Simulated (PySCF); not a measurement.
Functional dependence of a UV spectrum

Species: thioacrolein, C3H4S.
Numbering: `[CH2:1]=[CH:2][CH:3]=[S:4]` (hydrogens: H5, H6 on C1; H7 on C2; H8 on C3)

Linear-response calculations in the def2-SVPD basis (PySCF; singlets by full response, triplets Tamm–Dancoff, core orbitals frozen in the response; HF means time-dependent Hartree–Fock). 'Strongest' is the level of largest summed f among the singlets computed (10 roots, of which the last may lack a degenerate partner); it can jump between rows when another state enters that window. S1 is the lowest singlet of each run and needn't be the same state throughout; f(S1) is that of one state. One conformer (not necessarily the lowest) at the PBE0-D3(BJ)/def2-SVP geometry, without solvent, vibrations or thermal averaging.

```json
{"functional": "LDA", "kind": "LDA", "S1 (eV)": "1.82", "f(S1)": "0.000", "strongest (eV)": "4.79", "T1 (eV)": "1.43", "HOMO (eV)": "-5.47", "gap (eV)": "1.59", "ionisation energy, ΔSCF (eV)": "8.90"}
{"functional": "PBE", "kind": "GGA", "S1 (eV)": "1.88", "f(S1)": "0.000", "strongest (eV)": "4.77", "T1 (eV)": "1.43", "HOMO (eV)": "-5.36", "gap (eV)": "1.68", "ionisation energy, ΔSCF (eV)": "8.67"}
{"functional": "B3LYP", "kind": "global hybrid, 20% exact exchange", "S1 (eV)": "2.07", "f(S1)": "0.000", "strongest (eV)": "4.85", "T1 (eV)": "1.62", "HOMO (eV)": "-6.35", "gap (eV)": "3.34", "ionisation energy, ΔSCF (eV)": "8.73"}
{"functional": "BHandHLYP", "kind": "global hybrid, 50% exact exchange", "S1 (eV)": "2.32", "f(S1)": "0.000", "strongest (eV)": "4.97", "T1 (eV)": "1.84", "HOMO (eV)": "-7.68", "gap (eV)": "5.87", "ionisation energy, ΔSCF (eV)": "8.57"}
{"functional": "CAM-B3LYP", "kind": "range-separated hybrid", "S1 (eV)": "2.18", "f(S1)": "0.000", "strongest (eV)": "4.93", "T1 (eV)": "1.72", "HOMO (eV)": "-7.94", "gap (eV)": "6.20", "ionisation energy, ΔSCF (eV)": "8.75"}
{"functional": "wB97X-D", "kind": "range-separated hybrid", "S1 (eV)": "2.19", "f(S1)": "0.000", "strongest (eV)": "4.95", "T1 (eV)": "1.76", "HOMO (eV)": "-8.47", "gap (eV)": "7.32", "ionisation energy, ΔSCF (eV)": "8.78"}
{"functional": "LC-wPBE", "kind": "range-separated hybrid", "S1 (eV)": "2.22", "f(S1)": "0.000", "strongest (eV)": "5.04", "T1 (eV)": "1.71", "HOMO (eV)": "-9.37", "gap (eV)": "8.63", "ionisation energy, ΔSCF (eV)": "8.79"}
{"functional": "HF", "kind": "Hartree–Fock", "S1 (eV)": "2.71", "f(S1)": "0.000", "strongest (eV)": "5.05", "T1 (eV)": "2.01", "HOMO (eV)": "-9.40", "gap (eV)": "10.10", "ionisation energy, ΔSCF (eV)": "not settled"}
```

What does PBE0 (global hybrid, 25% exact exchange) give?

S1 (eV) 2.11, f(S1) 0.000, strongest (eV) 4.92, T1 (eV) 1.62, HOMO (eV) -6.60, gap (eV) 3.75, ionisation energy, ΔSCF (eV) 8.70. S1 runs from 1.82 eV (LDA) to 2.71 eV (HF), a spread of 0.90 eV, while the orbital gap spreads over 8.5 eV. Along PBE (0%), B3LYP (20%), PBE0 (25%), BHandHLYP (50%), HF (100%) S1 rises with the share of exact exchange. −ε(HOMO) comes closest to its own ΔSCF ionisation energy with wB97X-D (-0.31 eV) and misses most with LDA (-3.43 eV). The lowest triplet of a reference set is 3A''(n→π*) at 1.91 eV (computed, theoretical best estimate (aug-cc-pVTZ, frozen core, CC3 geometry), gas; Veril, Scemama, Caffarel, Lipparini, Boggio-Pasqua, Jacquemin, Loos, WIREs Comput. Mol. Sci. 2021, 11, e1517 (QUESTDB)). The lowest computed triplet differs from it by BHandHLYP -0.07, HF +0.10, wB97X-D -0.15, CAM-B3LYP -0.19, LC-wPBE -0.20, PBE0 -0.29, B3LYP -0.29, PBE -0.48, LDA -0.48 eV; geometry and basis of the reference needn't be the same. 'Not settled' means that the ion's SCF failed to converge or may have ended in another state than the lowest.
